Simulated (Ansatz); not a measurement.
Reaction (SMILES): P#P (P2) → P2+ (doublet, bonded as P#P) + e-
B3LYP-D3(BJ)/def2-TZVP geometries, fixed; electronic energies without zero-point terms.
Largest species:
```xyz
2

P      0.0000     0.0000    -0.9447
P      0.0000     0.0000     0.9447
```

Basis-set convergence of the adiabatic ionisation energy at HF with Ansatz (an electronic-structure program). All functions are spherical. The T1 diagnostic of CCSD is high for at least one species. A restricted Hartree-Fock determinant is unstable towards unrestricted orbitals. An unrestricted Hartree-Fock determinant is markedly spin-contaminated. Open shells are unrestricted. No added dispersion term, no relativity. Functions are those of the species that has most. Reference: the value in pcseg-4, 9.062 eV, itself unsure by roughly 0.005 eV (its mean distance from aug-pcseg-3, aug-cc-pV(Q+d)Z, cc-pV(5+d)Z). Deviations are taken from unrounded values.

| basis | functions |
|---|---|
| pcseg-2 | 68 |
| def2-TZVP | 74 |
| def2-TZVPP | 84 |
| jun-cc-pV(T+d)Z | 96 |
| aug-cc-pV(T+d)Z | 110 |
| pcseg-3 | 128 |
| def2-QZVPP | 140 |
| aug-cc-pV(Q+d)Z | 178 |
| pcseg-4 | 210 |

Question: Which is the smallest set listed that can be trusted to 0.05 eV here, that is, within that of the reference together with its larger relatives (same family, alike in diffuse functions; a set with none to test it counts only in the reference's own line)?

Answer: The smallest set listed that lies within 0.05 eV of the reference with all its larger relatives (same family, alike in diffuse functions; a set with none counts only in the reference's own line) is def2-TZVP (74 functions, 0.007 eV off). Value minus reference: pcseg-2 0.090, def2-TZVP 0.007, def2-TZVPP 0.004, jun-cc-pV(T+d)Z 0.018, aug-cc-pV(T+d)Z 0.013, pcseg-3 -0.004, def2-QZVPP 0.004, aug-cc-pV(Q+d)Z 0.008, pcseg-4 0.000 eV.
